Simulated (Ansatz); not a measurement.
# H3O with multiplicity 2: molecular dynamics

The plan is to let a guess near a reaction's saddle point go and see which way it falls. Runs: 150 steps of 0.5 fs at constant energy, with velocities drawn for 300 K; 150 steps of 0.5 fs at constant energy, with velocities drawn for 600 K. Reaction type: H-abstraction.

Program: Ansatz 0.2.0. Level of theory: UKS PBE/def2-TZVP. These are calculated values, not measurements.

## 1. Starting point

Bond lengths: O2–H4 0.958 Å.

Structure file:

```xyz
4

H    -0.2134   -0.1664   -0.4510
O    -0.2891    0.0394    0.8044
H    -0.0488   -0.3004   -1.4060
H     0.5513    0.4273    1.0526
```

## 2. Run 1

150 steps of 0.5 fs at constant energy, with velocities drawn for 300 K.

Contents of input.yaml:

```yaml
crystal:
  periodic: [false, false, false]
  atoms:
    - { symbol: H, position_ang: [-0.2134, -0.1664, -0.451] }
    - { symbol: O, position_ang: [-0.2891, 0.0394, 0.8044] }
    - { symbol: H, position_ang: [-0.0488, -0.3004, -1.406] }
    - { symbol: H, position_ang: [0.5513, 0.4273, 1.0526] }
magnetization:
  spin_polarized: true
  initial_magnetization: 1
basis:
  gaussian: { orbitals: def2-TZVP }
hamiltonian:
  xc: pbe
md:
  timestep: 0.5
  n_steps: 150
  ensemble: nve
  temperature: 300.0
  initial_velocities: maxwell_boltzmann
  seed: 137616
```

Command:

```sh
> ansatz run input.yaml --threads 1 --pin off --max-ram 2048MiB --backend cpu --events-out ev --progress --plain --runs-dir out
```

Standard output, cut to the lines that bear on the results:

```text
Warning: RAYON_NUM_THREADS=1 ignored (pool sized by the plan → 1); use --threads N
[...]
Functional definition: PBE
[...]
283 factors; their error is unknown
[...]
mean field -2091.34906535 eV, -76.8556605844 hartree, gradient 1.2e-5 eV, S^2 0.756384; 3 other end points of the search recorded, 0 dependent functions left out
[...]
reference -2091.34909295 eV, -76.8556615985 hartree; 6, 5 occupied and 43, 44 virtual orbitals, 283 factors
md step     0: t =     0.00 fs  T =   300.0 K  F+E_penalty+E_count = -2091.34906535 eV  E_kin = 0.077556 eV  conserved = -2091.27150935 eV  (61 SCF iters)
[...]
md step    18: t =     9.00 fs  T =  1785.8 K  F+E_penalty+E_count = -2091.73792415 eV  E_kin = 0.461666 eV  conserved = -2091.27625794 eV  (28 SCF iters)
[...]
md step    36: t =    18.00 fs  T =   198.5 K  F+E_penalty+E_count = -2091.31354159 eV  E_kin = 0.051326 eV  conserved = -2091.26221574 eV  (29 SCF iters)
[...]
md step    54: t =    27.00 fs  T =  1118.2 K  F+E_penalty+E_count = -2091.56489917 eV  E_kin = 0.289078 eV  conserved = -2091.27582094 eV  (27 SCF iters)
[...]
md step    72: t =    36.00 fs  T =  2013.0 K  F+E_penalty+E_count = -2091.80471663 eV  E_kin = 0.520390 eV  conserved = -2091.28432709 eV  (26 SCF iters)
md step    73: t =    36.50 fs  T =  1179.5 K  F+E_penalty+E_count = -2091.58082559 eV  E_kin = 0.304934 eV  conserved = -2091.27589127 eV  (28 SCF iters)
```

## 3. The output, continued: dynamics from the start

Output, continued, cut to the lines that bear on the results:

```text
md step    74: t =    37.00 fs  T =   441.6 K  F+E_penalty+E_count = -2091.37742902 eV  E_kin = 0.114172 eV  conserved = -2091.26325664 eV  (28 SCF iters)
[...]
md step    93: t =    46.50 fs  T =   356.9 K  F+E_penalty+E_count = -2091.35353372 eV  E_kin = 0.092263 eV  conserved = -2091.26127085 eV  (29 SCF iters)
[...]
md step   112: t =    56.00 fs  T =   322.5 K  F+E_penalty+E_count = -2091.34423179 eV  E_kin = 0.083380 eV  conserved = -2091.26085167 eV  (31 SCF iters)
[...]
md step   131: t =    65.50 fs  T =   312.2 K  F+E_penalty+E_count = -2091.34154796 eV  E_kin = 0.080721 eV  conserved = -2091.26082713 eV  (29 SCF iters)
[...]
md step   149: t =    74.50 fs  T =   495.3 K  F+E_penalty+E_count = -2091.39266645 eV  E_kin = 0.128050 eV  conserved = -2091.26461677 eV  (31 SCF iters)
[...]
md step   150: t =    75.00 fs  T =   356.2 K  F+E_penalty+E_count = -2091.35424282 eV  E_kin = 0.092078 eV  conserved = -2091.26216445 eV  (44 SCF iters)
Total energy: -2091.35427321 eV, -76.8558519697 hartree
Atom 0 at    -0.764493     0.640138     0.487702 Å, force    -5.761093     6.566156    -4.250898 eV/Å
Atom 1 at    -0.304281     0.043127     0.870635 Å, force     3.986094    -6.732427     4.248103 eV/Å
Atom 2 at     0.724717    -1.098155    -3.072310 Å, force    -0.001322     0.001810     0.005416 eV/Å
Atom 3 at     0.569832     0.359357     0.728920 Å, force     1.776321     0.164460    -0.002621 eV/Å
Dipole moment:     0.140170     0.347018    -0.200491 e Å
```

Run time: 82 s. Hardware: 1 thread of Arm Neoverse V2, shared host; peak memory 0.08 GiB.

## 4. The trajectory

The trajectory, every 11 steps (energies from step 0):

```
time (fs)  T (K)  potential energy change (meV/atom)  total energy change (meV/atom)  H1–H3 (Å)  O2–H1 (Å)
      0.0    300                                 0.0                            0.00       0.98       1.27
      5.5   1169                               -57.5                           -1.34       1.26       0.91
     11.0    755                               -29.5                           -0.13       1.24       1.16
     16.5   2000                              -112.8                           -2.90       1.55       0.94
     22.0    556                               -16.3                            0.29       1.65       1.14
     27.5    389                                -3.7                            2.00       2.03       0.85
     33.0    387                                -5.1                            0.48       2.14       1.15
     38.5   2060                              -117.0                           -3.30       2.50       0.91
     44.0   1949                              -107.7                           -1.11       2.72       1.05
     49.5   1686                               -90.2                           -0.66       3.00       1.08
     55.0   1727                               -94.9                           -2.69       3.29       0.89
     60.5    313                                -0.3                            0.56       3.55       1.15
     66.0    853                               -35.7                            0.11       3.83       0.86
     71.5   1131                               -53.8                           -0.03       4.09       1.11
     75.0    356                                -1.3                            2.34       4.23       0.85
```

time (fs), T (K) and a bar:
```
      0.0        300 #
      3.5       1450 #################
      6.5        337 ##
     10.0       1355 ###############
     13.0        190 
     16.5       2000 ########################
     19.5       2049 #########################
     23.0        205 
     26.0       2330 ############################
     29.5       2382 #############################
     32.5        264 #
     36.0       2013 ########################
     39.0       2453 ##############################
     42.5        442 ###
     45.5       1882 ######################
     49.0       2214 ###########################
     52.0        501 ####
     55.5        827 ########
     58.5       2137 ##########################
     62.0       1006 ###########
     65.0        639 ######
     68.5       1439 #################
     71.5       1131 ############
     75.0        356 ##
```

Bonds that form or break, judged by distance (formed within 1.15 times the sum of covalent radii and held on average over 12 fs, broken when stretched by half; pairs already stretched at the start don't count as bonds):

```
time (fs)   bond  event
      4.0  H1–O2  forms
```

## 5. Snapshots as a file

Positions (Å) and forces (eV/Å):

```xyz
4
time_fs=9.5 T=1621 dE=-0.3443
H    -0.312    0.107   -0.267   -0.101   -0.209    1.800
O    -0.287    0.028    0.794   -1.019   -0.224   -1.930
H     0.012   -0.393   -1.365    0.062   -0.026   -0.213
H     0.557    0.424    0.989    1.059    0.460    0.342
4
time_fs=19.0 T=1373 dE=-0.2853
H    -0.427    0.201   -0.070   -1.060    1.067   -5.158
O    -0.286    0.029    0.791   -0.101   -1.413    5.036
H     0.104   -0.484   -1.506    0.073   -0.096   -0.249
H     0.565    0.404    0.976    1.087    0.441    0.371
4
time_fs=28.0 T=386 dE=-0.0141
H    -0.488    0.284    0.019   -2.642    2.676   -8.726
O    -0.289    0.030    0.802    1.238   -3.069    8.259
H     0.198   -0.573   -1.713    0.028   -0.036   -0.094
H     0.571    0.397    0.928    1.376    0.429    0.560
4
time_fs=37.5 T=449 dE=-0.0302
H    -0.568    0.367    0.090   -3.495    3.615   -8.190
O    -0.291    0.032    0.816    2.185   -3.936    7.793
H     0.303   -0.677   -1.978    0.007   -0.009   -0.023
H     0.583    0.382    0.896    1.302    0.330    0.420
4
time_fs=47.0 T=577 dE=-0.0658
H    -0.643    0.445    0.175   -4.080    4.331   -7.109
O    -0.293    0.035    0.830    2.806   -4.635    6.845
H     0.411   -0.786   -2.259    0.001    0.000    0.000
H     0.590    0.370    0.870    1.273    0.304    0.265
4
time_fs=56.0 T=323 dE=0.0048
H    -0.682    0.517    0.269   -5.023    5.421   -6.723
O    -0.297    0.037    0.844    3.582   -5.602    6.421
H     0.513   -0.888   -2.525   -0.001    0.002    0.005
H     0.586    0.372    0.817    1.441    0.179    0.296
4
time_fs=65.5 T=312 dE=0.0075
H    -0.749    0.570    0.380   -5.549    6.189   -5.634
O    -0.300    0.042    0.856    4.095   -6.515    5.607
H     0.619   -0.994   -2.801   -0.001    0.002    0.006
H     0.590    0.343    0.793    1.455    0.324    0.021
4
time_fs=75.0 T=356 dE=-0.0052
H    -0.764    0.640    0.488   -5.761    6.566   -4.251
O    -0.304    0.043    0.871    3.986   -6.732    4.248
H     0.725   -1.098   -3.072   -0.001    0.002    0.005
H     0.570    0.359    0.729    1.776    0.165   -0.003
```

Reading of run 1. At the last frame the bonds meant to break are whole and the new ones absent: it fell back to the reactants' side (H2O + H). The temperature starts at 300 K and averages 1337 K in the second half, where it ranges from 286 to 2464 K; the start was no minimum (force components up to 1.6 eV/Å), and the potential energy that it sheds (68 meV/atom) turns into motion, which in so few atoms is no thermal temperature. The total energy strays from its start by at most 3.52 meV/atom, 4.4 % of the mean kinetic energy, fair for a step of 0.5 fs. Bonds change: the first event comes at 4.0 fs (H1–O2 forms). By that distance rule the pieces at the end are H2O + H; a long dative bond can count as broken.

## 6. Run 2

150 steps of 0.5 fs at constant energy, with velocities drawn for 600 K.

input.yaml, as its differences from that of step 2:

```diff
@@ -18,4 +18,4 @@
   ensemble: nve
-  temperature: 300.0
+  temperature: 600.0
   initial_velocities: maxwell_boltzmann
-  seed: 137616
+  seed: 451757
```

Command:

```sh
> ansatz run input.yaml --threads 1 --pin off --max-ram 2048MiB --backend cpu --events-out ev --progress --plain --runs-dir out
```

Standard output, cut to the lines that bear on the results:

```text
Warning: RAYON_NUM_THREADS=1 ignored (pool sized by the plan → 1); use --threads N
[...]
Functional definition: PBE
[...]
283 factors; their error is unknown
[...]
mean field -2091.34906535 eV, -76.8556605844 hartree, gradient 1.2e-5 eV, S^2 0.756384; 3 other end points of the search recorded, 0 dependent functions left out
[...]
reference -2091.34909295 eV, -76.8556615985 hartree; 6, 5 occupied and 43, 44 virtual orbitals, 283 factors
md step     0: t =     0.00 fs  T =   600.0 K  F+E_penalty+E_count = -2091.34906535 eV  E_kin = 0.155112 eV  conserved = -2091.19395335 eV  (61 SCF iters)
[...]
md step    19: t =     9.50 fs  T =   808.8 K  F+E_penalty+E_count = -2091.40264801 eV  E_kin = 0.209096 eV  conserved = -2091.19355153 eV  (29 SCF iters)
[...]
md step    38: t =    19.00 fs  T =   590.9 K  F+E_penalty+E_count = -2091.34520027 eV  E_kin = 0.152765 eV  conserved = -2091.19243562 eV  (29 SCF iters)
[...]
md step    57: t =    28.50 fs  T =   918.0 K  F+E_penalty+E_count = -2091.42990718 eV  E_kin = 0.237324 eV  conserved = -2091.19258307 eV  (28 SCF iters)
[...]
md step    74: t =    37.00 fs  T =  1770.8 K  F+E_penalty+E_count = -2091.65297769 eV  E_kin = 0.457777 eV  conserved = -2091.19520074 eV  (28 SCF iters)
md step    75: t =    37.50 fs  T =  1352.8 K  F+E_penalty+E_count = -2091.54360756 eV  E_kin = 0.349730 eV  conserved = -2091.19387755 eV  (28 SCF iters)
```

## 7. The output, continued: dynamics from the start

The log, continued, cut to the lines that bear on the results:

```text
md step    76: t =    38.00 fs  T =  1052.8 K  F+E_penalty+E_count = -2091.46572612 eV  E_kin = 0.272177 eV  conserved = -2091.19354873 eV  (28 SCF iters)
[...]
md step    94: t =    47.00 fs  T =  1396.8 K  F+E_penalty+E_count = -2091.55625142 eV  E_kin = 0.361107 eV  conserved = -2091.19514485 eV  (33 SCF iters)
[...]
md step   112: t =    56.00 fs  T =  1690.4 K  F+E_penalty+E_count = -2091.63383061 eV  E_kin = 0.436990 eV  conserved = -2091.19684101 eV  (29 SCF iters)
[...]
md step   130: t =    65.00 fs  T =  1953.5 K  F+E_penalty+E_count = -2091.70375670 eV  E_kin = 0.505022 eV  conserved = -2091.19873421 eV  (35 SCF iters)
[...]
md step   148: t =    74.00 fs  T =  2095.4 K  F+E_penalty+E_count = -2091.74187459 eV  E_kin = 0.541708 eV  conserved = -2091.20016634 eV  (31 SCF iters)
[...]
md step   149: t =    74.50 fs  T =  1965.8 K  F+E_penalty+E_count = -2091.70757708 eV  E_kin = 0.508189 eV  conserved = -2091.19938766 eV  (31 SCF iters)
[...]
md step   150: t =    75.00 fs  T =  1667.1 K  F+E_penalty+E_count = -2091.62811796 eV  E_kin = 0.430983 eV  conserved = -2091.19713479 eV  (28 SCF iters)
Total energy: -2091.62815192 eV, -76.8659168266 hartree
Atom 0 at    -0.629839    -0.977097     0.950408 Å, force     1.042327     3.778381    -0.138330 eV/Å
Atom 1 at    -0.333440     0.075150     0.908694 Å, force    -0.357394    -3.859213    -0.232526 eV/Å
Atom 2 at     1.084357     0.364222    -3.851501 Å, force    -0.000481    -0.000220     0.002465 eV/Å
Atom 3 at     0.538347     0.005952     0.441334 Å, force    -0.684452     0.081052     0.368391 eV/Å
Dipole moment:     0.202909    -0.359223    -0.147274 e Å
```

Run time: 83 s. Hardware: 1 thread of Arm Neoverse V2, shared host; peak memory 0.08 GiB.

## 8. What the atoms did

One step in 6; energies are changes from step 0:

```
time (fs)  T (K)  potential energy change (meV/atom)  total energy change (meV/atom)  H1–H3 (Å)  O2–H1 (Å)
      0.0    600                                 0.0                            0.00       0.98       1.27
      3.0    493                                 6.6                           -0.29       0.82       1.36
      6.0    364                                15.2                           -0.05       0.81       1.36
      9.0    758                               -10.3                           -0.03       0.96       1.26
     12.0   1900                               -84.8                           -0.83       1.18       1.05
     15.0    584                                 2.2                            1.14       1.42       0.87
     18.0   1388                               -51.2                           -0.29       1.44       1.11
     21.0   1038                               -28.2                            0.09       1.59       1.13
     24.0   1113                               -33.4                           -0.26       1.88       0.87
     27.0   2307                              -111.8                           -1.51       1.98       1.03
     30.0    902                               -19.3                            0.21       2.11       1.14
     33.0   1939                               -88.9                           -2.33       2.39       0.90
     36.0   2532                              -127.2                           -2.37       2.58       0.98
     39.0    887                               -18.3                            0.21       2.75       1.14
     42.0   2338                              -115.2                           -2.81       3.00       0.93
     45.0   2373                              -117.2                           -2.61       3.21       0.95
     48.0   1001                               -25.9                            0.07       3.39       1.13
     51.0   2365                              -116.5                           -2.40       3.60       0.96
     54.0   2041                               -95.4                           -2.25       3.81       0.92
     57.0   1151                               -35.7                           -0.12       4.03       1.13
     60.0   2254                              -108.7                           -1.80       4.22       0.98
     63.0   1684                               -71.6                           -1.54       4.44       0.90
     66.0   1402                               -52.3                           -0.42       4.69       1.11
     69.0   1997                               -91.5                           -1.23       4.85       1.00
     72.0   1470                               -57.1                           -0.86       5.01       0.89
     75.0   1667                               -69.8                           -0.80       5.27       1.09
```

time (fs), T (K) and a bar:
```
      0.0        600 ###
      3.5        435 
      6.5        450 
     10.0        907 #######
     13.0       1892 #####################
     16.5       2259 ##########################
     19.5        423 
     23.0       2369 ############################
     26.0       2360 ############################
     29.5        729 ####
     32.5       2412 ############################
     36.0       2532 ##############################
     39.0        887 #######
     42.5       1809 ####################
     45.5       2306 ###########################
     49.0       1127 ##########
     52.0       1614 #################
     55.5       1934 ######################
     58.5       1142 ##########
     62.0       1260 ############
     65.0       1954 ######################
     68.5       1599 #################
     71.5       1365 #############
     75.0       1667 ##################
```

Bonds that form or break, judged by distance (formed within 1.15 times the sum of covalent radii and held on average over 12 fs, broken when stretched by half; pairs already stretched at the start don't count as bonds):

```
time (fs)   bond  event
     12.0  H1–O2  forms
```

## 9. Positions and forces

Extended XYZ, with forces in eV/Å:

```xyz
4
time_fs=9.5 T=809 dE=-0.0536
H    -0.296   -0.286   -0.385    0.284    0.595    1.202
O    -0.294    0.040    0.804   -1.250   -0.961   -1.666
H     0.070   -0.168   -1.302   -0.232   -0.126    0.318
H     0.586    0.400    0.881    1.197    0.492    0.146
4
time_fs=19.0 T=591 dE=0.0039
H    -0.464   -0.462   -0.212    1.058    1.992    3.390
O    -0.292    0.047    0.810   -2.620   -2.384   -3.133
H     0.212   -0.071   -1.458   -0.140   -0.101    0.032
H     0.589    0.377    0.776    1.702    0.493   -0.290
4
time_fs=28.0 T=1292 dE=-0.1783
H    -0.500   -0.581   -0.059    0.834    2.390    3.301
O    -0.298    0.053    0.826   -2.932   -2.976   -2.874
H     0.347   -0.002   -1.778   -0.001   -0.005   -0.070
H     0.585    0.322    0.687    2.099    0.591   -0.357
4
time_fs=37.5 T=1353 dE=-0.1945
H    -0.562   -0.722    0.105    1.092    3.025    2.822
O    -0.303    0.061    0.845   -3.097   -3.429   -2.249
H     0.496    0.071   -2.190    0.001    0.001   -0.013
H     0.582    0.275    0.633    2.004    0.403   -0.560
4
time_fs=47.0 T=1397 dE=-0.2072
H    -0.615   -0.841    0.302    1.367    3.541    2.107
O    -0.310    0.067    0.862   -2.581   -3.576   -1.613
H     0.647    0.145   -2.617   -0.002    0.000    0.006
H     0.586    0.225    0.593    1.216    0.036   -0.500
4
time_fs=56.0 T=1690 dE=-0.2848
H    -0.614   -0.907    0.502    1.020    3.478    1.351
O    -0.317    0.071    0.878   -2.561   -3.651   -0.782
H     0.789    0.216   -3.019   -0.002    0.000    0.007
H     0.559    0.147    0.539    1.543    0.174   -0.577
4
time_fs=65.5 T=1715 dE=-0.2920
H    -0.670   -0.950    0.745    1.520    3.662    0.400
O    -0.323    0.071    0.892   -1.904   -3.365   -0.137
H     0.937    0.290   -3.437   -0.001    0.000    0.005
H     0.556    0.118    0.502    0.385   -0.297   -0.268
4
time_fs=75.0 T=1667 dE=-0.2791
H    -0.630   -0.977    0.950    1.042    3.778   -0.138
O    -0.333    0.075    0.909   -0.357   -3.859   -0.233
H     1.084    0.364   -3.852   -0.001    0.000    0.003
H     0.538    0.006    0.441   -0.684    0.081    0.368
```

On run 2: At the last frame the bonds meant to break are whole and the new ones absent: it fell back to the reactants' side (H2O + H). The temperature starts at 600 K and averages 1645 K in the second half, where it ranges from 887 to 2458 K; the start was no minimum (force components up to 1.6 eV/Å), and the potential energy that it sheds (68 meV/atom) turns into motion, which in so few atoms is no thermal temperature. The total energy strays from its start by at most 3.35 meV/atom, 3.6 % of the mean kinetic energy, fair for a step of 0.5 fs. Bonds change: the first event comes at 12.0 fs (H1–O2 forms). By that distance rule the pieces at the end are H2O + H; a long dative bond can count as broken.

## 10. What came out

| quantity | value |
| --- | --- |
| run 1: length | 150 steps of 0.5 fs |
| run 1: temperature, first and last step | 300 and 356 K |
| run 1: temperature, second half | mean 1337 K, from 286 to 2464 K |
| run 1: potential energy, second half | -68 meV/atom from this run's first step |
| run 1: largest change of the total energy | 3.52 meV/atom |
| run 1: bonds formed or broken | 1 |
| run 2: length | 150 steps of 0.5 fs |
| run 2: temperature, first and last step | 600 and 1667 K |
| run 2: temperature, second half | mean 1645 K, from 887 to 2458 K |
| run 2: potential energy, second half | -68 meV/atom from this run's first step |
| run 2: largest change of the total energy | 3.35 meV/atom |
| run 2: bonds formed or broken | 1 |

**Reading.** Mean temperatures of the second halves: 1337 K, 1645 K. Bonds changed in run 1, run 2. Run 1: at the last frame the bonds meant to break are whole and the new ones absent: it fell back to the reactants' side (H2O + H). Run 2: at the last frame the bonds meant to break are whole and the new ones absent: it fell back to the reactants' side (H2O + H). 75 fs on 4 atoms is far too short and small for converged averages. The nuclei move classically, without zero-point motion, which matters most for hydrogen.
